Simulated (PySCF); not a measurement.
Two species compared at the same levels of theory.

First species: C5H5F.
Bonds: C1–C2 (triple), C2–C3, C3–F4, C3–C5, C5–C6, C3–C6. Hydrogens: H7 on C1; H8, H9 on C5; H10, H11 on C6.

Second species: C₅H₅F.
SMILES with atom numbers: `[CH:1]#[C:2][C@@H:3]1[CH2:4][C@@H:5]1[F:6]` (hydrogens: H7 on C1; H8 on C3; H9, H10 on C4; H11 on C5)

Levels: B3LYP/def2-SVPD for dipole moment, HOMO energy, LUMO energy, HOMO–LUMO gap, static isotropic polarisability and electronic spatial extent ⟨r²⟩ about the centre of nuclear charge; TDDFT B3LYP/def2-SVPD for lowest singlet excitation; TDA B3LYP/def2-SVPD for lowest triplet excitation (Tamm–Dancoff); ΔSCF B3LYP/def2-SVPD for vertical ionisation energy; PBE0-D3(BJ)/def2-SVP for rotational constant A and rotational constant C. Geometries: PBE0-D3(BJ)/def2-SVP. Each structure is a single optimised conformer of the isolated species, non-relativistic unless stated; the electronic structure was computed with PySCF and density fitting.

(1) Which of the two has the higher LUMO energy, and by how much?

(2) Which of the two has the higher rotational constant A, and by how much?

(3) Which has the higher HOMO energy?

(4) Which has the higher S1 energy?

(5) Which of the two has the higher dipole moment, and by how much?

(6) Which has the higher rotational constant C?

(7) Which has the higher ⟨r²⟩?

(8) Which of the two has the higher vertical ionisation energy, and by how much?

## Answers

(1) The second: 0.17 eV against -0.07 eV, a difference of 0.24 eV.

(2) The second: 6.535 GHz against 6.198 GHz, a difference of 0.337 GHz.

(3) The second: -7.17 eV against -7.32 eV, a difference of 0.15 eV.

(4) The second: 6.04 eV against 5.73 eV, a difference of 0.31 eV.

(5) The second: 1.97 D against 1.91 D, a difference of 0.06 D.

(6) The first: 2.445 GHz against 2.284 GHz, a difference of 0.161 GHz.

(7) The second: 548 bohr² against 534 bohr², a difference of 14 bohr².

(8) The first: 9.63 eV against 9.52 eV, a difference of 0.11 eV.

On the first: The dipole matches unit charges of opposite sign 0.40 Å apart (1 e·Å = 4.8032 D). The vertical singlet–triplet gap S1 − T1 is 0.56 eV (TDDFT singlet less Tamm–Dancoff triplet; S1: HOMO→LUMO, weight 0.96; T1: HOMO−1→LUMO, weight 0.44, beside HOMO→LUMO+1, weight 0.43).

On the second: The polarisability is 8.58 Å³ as a volume (1 au = 0.148185 Å³), or 1.32 au for each of the 44 electrons. No computed singlet falls in the visible range (750 to 380 nm, 1.65 to 3.26 eV); S1 lies 2.78 eV above its blue end.
